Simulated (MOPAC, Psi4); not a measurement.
Intermolecular potential of C2H2 ··· CH4O (SMILES C#C and CO). Monomers: optimised at B3LYP-D3(BJ) (def2-TZVP), held rigid. Orientation: lowest of the rigid-body minima from ten starts at GFN2-xTB. Only R, the distance of the centres of mass, is varied, so the lowest point isn't the relaxed dimer. The table gives interaction energies.

```csv
R / Å,A,B,C
3.38,16.68,7.40,42.89
3.61,-3.16,-10.09,7.42
3.79,-8.62,-14.43,-3.20
4.02,-10.05,-14.78,-6.10
4.22,-9.25,-13.22,-5.57
4.39,-8.12,-11.55,-4.63
4.70,-6.06,-8.71,-3.06
4.98,-4.59,-6.69,-2.20
5.49,-2.89,-4.21,-1.45
6.25,-1.62,-2.28,-0.88
7.22,-0.87,-1.18,-0.48
8.50,-0.43,-0.57,-0.24
```

Energies in kJ/mol.

### Question
Which curve belongs to which method? The methods are AM1, restricted, heats of formation run with MOPAC 23.2.5; B3LYP/def2-TZVP, counterpoise-corrected (Psi4 1.11); SAPT0/jun-cc-pVDZ, frozen core in Psi4.

### Answer
A is B3LYP/def2-TZVP; B is SAPT0/jun-cc-pVDZ; C is AM1.
